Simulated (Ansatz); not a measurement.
Fluoromethane, relaxed with RKS PBE0-D4/def2-TZVP in the Gaussian-basis code of Ansatz from a GFN2-xTB geometry. The force threshold is 0.005 eV/Å; the program also tests the step.

The species carries charge 0 and has multiplicity 1.

Start:

```xyz
5

C     0.033   -0.043    0.043
F    -0.620    0.802   -0.804
H    -0.712   -0.655    0.552
H     0.593    0.560    0.758
H     0.705   -0.664   -0.550
```

| step | energy (eV) | largest force (eV/Å) | largest move (Å) |
| --- | --- | --- | --- |
| 1 | -3800.1874 | 0.559 | 0.000 |
| 2 | -3800.1965 | 0.117 | 0.018 |
| 3 | -3800.1968 | 0.027 | 0.003 |
| 4 | -3800.1968 | 0.006 | 0.001 |
| 5 | -3800.1968 | 0.000 | 0.000 |

End:

```xyz
5

C     0.029   -0.038    0.038
F    -0.630    0.816   -0.817
H    -0.703   -0.660    0.557
H     0.596    0.551    0.763
H     0.708   -0.669   -0.541
```

It took 4.2 s on 2 threads of a server CPU on a shared host, with 0.11 GiB of host memory at the peak.
